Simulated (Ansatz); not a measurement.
**A rate constant, worked out**

An elementary step of BH4OF, singlet (BH₂F ([BH2][F]) + H₂O → BH₃O ([BH2][OH]) + HF; B–F, H–O broken or loosened, B–O, F–H formed or tightened). The start structure is the complex of the reactants, bound by 0.39 eV, and the electronic barrier above it is 0.964 eV by CCSD(T) at an estimated basis limit (MP2 extrapolated from triple and quadruple zeta, plus CCSD(T) − MP2 in triple zeta). Program: Ansatz 0.2.0. Basis: def2-TZVPP and def2-QZVPP. Cores are frozen in the correlated methods. Extrapolation: Hartree–Fock as exp(−7.88 √X), correlation as X^−2.97. Harmonic wavenumbers at PBE0-D4/def2-TZVP (Ansatz 0.2.0), in cm⁻¹:

Start: 158, 312, 433, 634, 686, 983, 1038, 1062, 1155, 1259, 1635, 2506, 2569, 3781, 3875.

Saddle: 851i, 528, 601, 773, 819, 826, 963, 1099, 1176, 1243, 1263, 2033, 2583, 2684, 3878.

Question: Work out the transition-state-theory rate constant at 700 K from these numbers alone (harmonic vibrations; rotation, path degeneracy and anharmonicity left out), and the Wigner tunnelling factor. Use 1 cm⁻¹ = 1.2398 × 10⁻⁴ eV and k_B = 8.617 × 10⁻⁵ eV/K.

Answer: Zero-point energies, half the sums: start 22086/2 cm⁻¹ = 1.3692 eV; saddle, real modes only, 20469/2 cm⁻¹ = 1.2689 eV.
Barrier with zero-point energy: 0.964 + 1.2689 − 1.3692 = 0.8637 eV.
k_BT = 0.06032 eV, so the barrier is 14.32 k_BT.
Vibrational partition functions from the zero-point level, ln q = −Σ ln(1 − exp(−hν/k_BT)): start 3.767, saddle 1.927.
k = (k_BT/h) exp(ln q‡ − ln q) exp(−E0/k_BT), with log₁₀(k_BT/h in s⁻¹) = 13.16: log₁₀ k = 13.16 + (-1.840 − 14.32)/2.3026 = 6.14, so k ≈ 1 × 10^(6) s⁻¹.
Wigner factor: 1 + (hν‡/k_BT)²/24 = 1 + (1.75)²/24 = 1.13. A change of 1 kcal/mol (0.043 eV) in the barrier would change k by a factor of 2.1 at this temperature.

T1 diagnostic: at most 0.012.

The step is the kind of ligand exchange by which a precursor binds to a hydroxyl group, or is hydrolysed, in atomic layer deposition of oxides.

Labels in which every atom is bracketed show which atoms are joined, not bond orders.

For scale, one of the runs: CCSD(T)/def2-TZVPP, 149 basis functions, launched by `ansatz run in.yaml --threads 2 --pin off --events-out ev --progress --plain --max-ram 4352MiB`. Hardware: 2 CPU threads of an Intel Xeon 6975P-C, shared host. Wall time 7.5 s; peak host memory 1.1 GiB.
